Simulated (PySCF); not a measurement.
CuH (singlet state).
Numbering: `[CuH:1]` (hydrogens: H2 on Cu1)

Structure used (PBE0-D3(BJ)/def2-SVP), in Å, numbered top down from 1:
```
atom  x, y, z in Å
Cu1    0.762   -0.082    0.006
H2    -0.712   -0.006   -0.029
```

Linear response at wB97X-D/def2-SVPD (PySCF, frozen core in the response, non-relativistic). Isolated species at its PBE0-D3(BJ)/def2-SVP geometry, gas phase.

Static isotropic polarisability: 32.55 au (4.82 Å³), principal values 31.2, 31.2, 35.2 au.

Q: What is the polarisability at 1064 nm and at the sodium D line?

A: 34.22 au at 1064 nm (+5.1 %), 39.88 au at 589.3 nm (+22.5 %). The rise at 589.3 nm is 4.38 times that at 1064 nm; a pure ω² law gives 3.26. The lowest singlet lies at 416 nm, shorter than both wavelengths.

Q: What is the isotropic C6 coefficient between two such molecules, C6 = (3/π)∫α(iω)² dω?

A: 191.2 au (Eh·bohr⁶) by a ten-point quadrature over imaginary frequencies, which is 114 eV·Å⁶ or 11 J·nm⁶/mol.

Q: Which effective excitation energy ω̄ makes London's formula C6 = (3/4)α²ω̄ exact here?

A: ω̄ = 4·C6/(3α²) = 0.241 Eh = 6.5 eV. A one-pole form α(ω) = α/(1 − ω²/ω̄²) fitted to the 1064 nm value gives 5.3 eV. London's choice of the ionisation energy (9.22 eV, ΔSCF at the same level) gives C6 = 269 au, 41 % too high.

Q: The lowest 6 singlets have (eV, f): 2.98, 0.044; 3.27, 0.000; 3.27, 0.000; 3.44, 0.002; 3.44, 0.002; 5.15, 0.180. What share of the static polarisability do they carry in the sum over states α = Σ f/ω²?

A: 8.88 au, 27.3 % of α; the largest term, 5.01 au, is that of the state at 5.15 eV. Their oscillator strengths add up to 0.23. Higher states carry the rest.

Q: What three-body coefficient follows from the one-pole estimate C9 = (3/4)·α·C6?

A: 4670 au. This is an estimate from the two numbers above, not a computed integral.

Q: How many electrons N does the Slater–Kirkwood formula C6 = (3/4)·√N·α^(3/2) need to give this C6?

A: N = (4·C6/3)²/α³ = 1.9; the species has 30 electrons in all.

wB97X-D is run here without its empirical dispersion term; that term would change no orbital, density or response property at a fixed geometry.
